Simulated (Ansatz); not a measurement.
SiH3(NHMe) (CH₇NSi). Charge 0, multiplicity 1. Geometry PBE0-D4/def2-TZVP; atoms count from 1.

```
atom   x (Å)   y (Å)   z (Å)
 Si1   1.368   0.292  -0.097
  H2   2.254   0.032  -1.262
  H3   1.399   1.747   0.233
  H4   1.905  -0.416   1.102
  N5  -0.192  -0.251  -0.532
  C6  -1.361  -0.204   0.314
  H7  -0.342  -0.649  -1.442
  H8  -1.762  -1.201   0.528
  H9  -1.103   0.249   1.275
 H10  -2.165   0.402  -0.119
```

(1) Estimate the Mulliken populations from the PBE0/def2-TZVP orbitals of Ansatz.

(2) And the Mayer bond orders between heavy atoms (over 0.3)?

## Answers

(1) 
```csv
atom,charge (e)
Si1,0.24
H2,-0.04
H3,-0.05
H4,-0.05
N5,-0.43
C6,-0.27
H7,0.22
H8,0.12
H9,0.13
H10,0.12
```
Mulliken values depend strongly on the basis.

(2) Si1–N5 1.19 (1.71 Å); N5–C6 0.97 (1.44 Å).
